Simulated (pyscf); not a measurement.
Structures and frequencies: ωB97X-D3(BJ)/def2-SVP in PySCF.

### Question
PBE/def2-TZVP puts the barrier of F–SnH₂–SnH₃ + H₂ → H₃Sn–SnH₃ + HF (four-centre exchange; singlet surface; F–Sn, H–H broken, H–Sn, F–H formed) at 1.31 eV and the reaction energy at +0.43 eV, from the separated reactants. What do r²SCAN/def2-TZVP, M06-2X/def2-TZVP, ωB97M-D3(BJ)/def2-TZVP give on the same structures?

### Answer
r²SCAN: ΔE‡ = 1.43 eV, ΔE = +0.48 eV; M06-2X: ΔE‡ = 1.65 eV, ΔE = +0.60 eV; ωB97M-D3(BJ): ΔE‡ = 1.54 eV, ΔE = +0.37 eV. PBE's barrier lies under all of them, by 0.11 to 0.34 eV. Its reaction energy lies among theirs. At the saddle there is also a short H–Sn contact that neither side keeps. One saddle was located; it need not be the lowest between these sides. Elements past Kr carry the def2 core potentials, without spin-orbit coupling.
